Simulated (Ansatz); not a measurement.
For Bi (model structure, started from the omega type, P6/mmm, No. 191, 3 atoms in the cell), PBEsol (Ansatz, a first-principles code, PAW) gives:

- equilibrium lattice constant a: 5.617 Å
- c axis length: 3.335 Å

**Question.** What does PBE-D3(BJ) (Ansatz, PAW) give for the same quantities?

**Answer.** 
- lattice constant a: 5.626 Å (goes up by 0.2 %)
- lattice parameter c: 3.339 Å (goes up by 0.1 %)

Changes are worked out from the printed values.

Unless a cell is named, each level is at its own relaxed cell (PBEsol 30.37, PBE-D3(BJ) 30.50 Å³/atom).

Levels without +SOC leave out spin–orbit coupling, which shifts energies and cells of such heavy elements.

Ansatz's density-functional and Hartree–Fock values are scalar-relativistic unless marked +SOC, with PAW data made under PBE.

A model structure was made by putting elements into a prototype or built by hand; it is no filed structure, need not be a known phase, and can be a saddle point held by its symmetry.
